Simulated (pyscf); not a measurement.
Single points on ωB97X-D3(BJ)/def2-SVP structures (PySCF, gas phase).

Task: Estimate by transition-state theory the rate constant of H₂N–NH–AlH₂ + hydrogen (H₂) → H₂N–NH₂ + alane (AlH₃) (singlet surface; Al–N, H–H broken, H–N, Al–H formed) at 900 K, with ωB97M-D3(BJ)/def2-TZVP energies (ideal gas, 1 atm, RRHO with modes under 100 cm⁻¹ raised to 100, one conformer, R ln 2 for chiral ones without a mode under 150 cm⁻¹; no tunnelling).

Result: The electronic barrier is 30.9 kcal/mol and the thermal terms add +27.0, so ΔG‡ = 57.9 kcal/mol. With k_BT/h = 1.88e+13 s⁻¹ and RT = 1.788 kcal/mol, and a volume of 1.23e-19 cm³ per molecule at 1 atm, k = 2.0e-20 cm³ molecule⁻¹ s⁻¹. Wigner's tunnelling factor for 1157i cm⁻¹ would be 1.14. A shift of 1 kcal/mol in the barrier changes k by a factor 1.7. On the reactant side the descent ends in an adduct with a Al–N contact, 1.4 kcal/mol under the separated species and 32.2 kcal/mol under the saddle at ωB97X-D3(BJ)/def2-TZVP. On the product side the descent ends in an adduct with a Al–N contact (not fully relaxed), 32.6 kcal/mol under the separated species and 43.0 kcal/mol under the saddle at ωB97X-D3(BJ)/def2-TZVP. At the saddle there is also a short Al–H contact that neither side keeps. H₂N–NH–AlH₂ is closed by a dative Al–N contact. H₂N–NH–AlH₂ lies 62.7 kcal/mol over its isomer H₂N–AlH–NH₂ (electronic energy, ωB97M-D3(BJ)/def2-TZVP). One saddle was located; it need not be the lowest between these sides.
